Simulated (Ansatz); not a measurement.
Voigt–Reuss–Hill shear modulus (GPa) of 39 elemental solids other than molecular ones, computed with PBE in Ansatz (PAW) and with LDA (Ansatz, an electronic-structure program, PAW). The set holds measured phases with no doubt noted on the run or the magnetic state but for the caveats below. 8 more of the class have both values but aren't in it, for one of these reasons: built or high-temperature cells, doubts on the run or the magnetic state, unlike cells, values of zero, layered or molecular crystals. Solids without a value at one level (not run, failed, or a magnetic order lost), or held back for tests, aren't counted.

Every twentieth of the way through the set, in order of the shift (worked out from unrounded values):

```csv
solid,PBE,LDA,shift (%)
hcp Zr,34.4,26.3,-24
hcp Ti,47.4,42.5,-10.5
bcc Li,5.05,4.94,-2.2
diamond-structure Si,62.3,63.1,+1.3
hcp Be,162,171,+5.5
hcp Os,263,290,+10.4
hcp Re,176,195,+10.6
hcp Tc,143,161,+12.6
fcc Ir,221,251,+13.6
bcc Na,2.90,3.34,+15.1
bcc K,1.18,1.38,+16.5
fcc Ni,98.6,116,+17.8
fcc Sr,5.71,6.81,+19.3
bcc Ba,5.76,6.96,+21
fcc Cu,52.4,66.3,+26
bcc Cs,0.62,0.79,+29
hcp Co,104,135,+30
hcp Tl,4.74,6.25,+32
hcp Zn,41.8,57.1,+37
fcc Ag,27.9,41.3,+48
hcp Cd,13.6,29.1,+113
```

The shift from PBE to LDA has a median of +16.5 %, and eight in ten lie between -2.8 % and +37 %; LDA is the larger in 33 of 39. Each level is at its own cell, so the shift holds the change of volume too.

Ansatz's runs of these crystals have no spin polarisation, but for bcc Fe, hcp Co, fcc Ni.

Density-functional runs with spin start from parallel moments for bcc Fe, parallel moments for hcp Co, parallel moments for fcc Ni.

Spin–orbit coupling is left out, also for the solids with elements from indium on (fcc Pt, hcp Os, bcc Ba, white tin (β-Sn), double-hcp La, hcp Tl, fcc Ir, hcp Re, bcc Cs, hcp Hf and 3 more); its size isn't shown.

Each level is taken at its own relaxed cell. Ansatz's density-functional and Hartree–Fock values are scalar-relativistic unless marked +SOC, with PAW data made under PBE.
